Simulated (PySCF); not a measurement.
**NaF and its ions**

PBE0; PySCF, no relativity, basis sets Na def2-SVPD, F def2-SVPD. Neutral (UKS): singlet (closed shell), Re = 1.940 Å, ωe = 531 cm⁻¹, De = 4.77 eV, HOMO -6.76 eV, LUMO -1.40 eV.

NaF⁻ (UKS): doublet (σ ↑), Re = 2.026 Å, ωe = 425 cm⁻¹, De = 1.97 eV to Na + F⁻. The energies at the minima are -261.85060 hartree for NaF and -261.87121 for NaF⁻.

Problem. Work out the adiabatic electron affinity, without and with harmonic zero-point energies (1 hartree = 27.2114 eV, 1 eV = 8065.5 cm⁻¹), and the change of the bond length.

Solution. At PBE0: 0.02061 hartree = 0.561 eV between the minima; the zero-point term (531.0 − 425.0)/2 cm⁻¹ = +0.007 eV makes it 0.567 eV. Re changes by +8.6 pm against the neutral. The electron enters a σ orbital; in so polar a molecule the change of length follows mostly from the change of the ionic charges.

For an ion De counts to the pair picked by the measured ionisation energies or electron affinities, which need not be the lowest pair at this level. The highest Kohn–Sham level is positive in this anion. Much of that is self-interaction error, but it also means that the finite basis helps to hold the extra electron. States were picked by a PBE0 search and need not be the measured ground states.
